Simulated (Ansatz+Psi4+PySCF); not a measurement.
singlet LiH: levels of theory in one basis

| atom | x (Å) | y (Å) | z (Å) |
| --- | --- | --- | --- |
| Li | 0.0000 | 0.0000 | 0.4100 |
| H | 0.0000 | 0.0000 | -2.0500 |

Basis set: cc-pVTZ on H; cc-pCVTZ on Li (spherical functions). All electrons are correlated. Charge 0, multiplicity 1.

Computed with Ansatz (development build ahead of 0.2.0); each method stands on the lowest determinant of its kind that the runs found.

```csv
method,E − E(RHF) (eV),<S²> of the determinant
RHF,0.00,0.00
UHF,-0.06,0.40
RHF-MP2,-1.75,–
RHF-CCSD,-2.18,–
UHF-CCSD,-2.18,0.40
RHF-CCSD(T),-2.18,–
```

(1) What does UHF-MP2 give on the same scale?

(2) Is a single determinant a sound starting point here?

Answers

(1) -1.52 eV.

(2) It is doubtful. Unrestricted orbitals gain 0.06 eV with <S²> 0.40 against 0.00 for a pure state, but the cluster amplitudes or the share of triples are large.

Caution for UHF, UHF-MP2, UHF-CCSD: the unrestricted determinant is spin contaminated. Caution for RHF-MP2, UHF-MP2, RHF-CCSD, UHF-CCSD, RHF-CCSD(T): large amplitudes, a single reference is doubtful. Caution for UHF-MP2: another reference gives a lower total.
